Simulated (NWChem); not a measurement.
Molecule: C2H, doublet; SMILES [C]#C

```xyz
3

C      0.0000     0.0000     0.7426
C      0.0000     0.0000    -0.4696
H      0.0000     0.0000    -1.5460
```
Atoms are numbered in this order, from 1.

Level: PBE0/def2-SVP, spin-unrestricted (NWChem), optimised geometry, unscaled harmonic frequencies. 

List the harmonic frequencies with IR intensities, and the thermochemistry.


```tsv
frequency (cm⁻¹)	IR intensity (km/mol)
547	2.6
547	2.6
2106	5.7
3473	62.4
```

```json
{
  "zero_point_energy": "9.5 kcal/mol",
  "thermal correction to the enthalpy at 298.15 K (with zero-point energy)": "11.8 kcal/mol",
  "heat capacity Cv": "7.3 cal/(mol K)",
  "dipole_moment": "0.75 D"
}
```

Rigid rotor and harmonic oscillator.
